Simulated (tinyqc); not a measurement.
Inside a calculation. Method: UKS/B3LYP (VWN-RPA form) in the sto-6g basis, for LiH, spin multiplicity 3. This run ends on a higher stationary point, not on the lowest solution. One step of it, computed by the program tinyqc.

Question. Iteration 2: DIIS coefficients. Solve [B -1; -1 0][c; lambda] = [0; -1] for the coefficients, which sum to one.

B (overlaps of the stored error matrices):
```
                1               2
1   9.3802323e-02  -2.7346505e-03
2  -2.7346505e-03   9.8707363e-05
```

Give: DIIS coefficients.

Answer.

DIIS coefficients: 0.0285  0.9715
